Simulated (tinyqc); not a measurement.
The basis set: RHF and MP2 along a ladder of basis sets, for CH4, spin multiplicity 1. Computed by the program tinyqc with PySCF. 

Geometry (angstrom):
```
atom        x        y        z
C      0.0000   0.0000   0.0000
H      0.6010   0.6010   0.6010
H      0.6010  -0.6010  -0.6010
H     -0.6010   0.6010  -0.6010
H     -0.6010  -0.6010   0.6010
```

Same geometry throughout; the dipole is taken about the origin.

RHF and frozen-core MP2 in a ladder of bases:
```
basis        functions  E(RHF) (hartree)  E(MP2 corr) (hartree)  HOMO (eV)  LUMO (eV)  dipole (debye)
sto-3g               9        -39.720455              -0.051196   -14.6300    20.6195          0.0000
3-21g               17        -39.971612              -0.096283   -15.1351     8.3514          0.0000
6-31g               17        -40.175519              -0.095209   -15.1233     7.1804          0.0000
6-31g**             34        -40.196289              -0.161163   -15.1296     7.2023          0.0000
cc-pvdz             34        -40.191290              -0.158982   -15.1061     5.4023          0.0000
aug-cc-pvdz         59        -40.192689              -0.165711   -15.1396     1.0141          0.0000
cc-pvtz             86        -40.208541              -0.197605   -15.1678     3.9815          0.0000
```

From cc-pVDZ to cc-pVTZ the RHF energy falls by 17.3 mhartree and the correlation energy by 38.6. If valence correlation converges as X^-3, (27 E(T) - 8 E(D))/19 gives -0.2139 hartree, a rough estimate from such small X that usually falls short; STO-3G holds about 24 % of it. Beyond STO-3G the LUMO moves by 7.3 eV and the HOMO by 0.1 eV; diffuse functions lower the positive LUMO sharply, since an unbound virtual level tracks the most diffuse function.
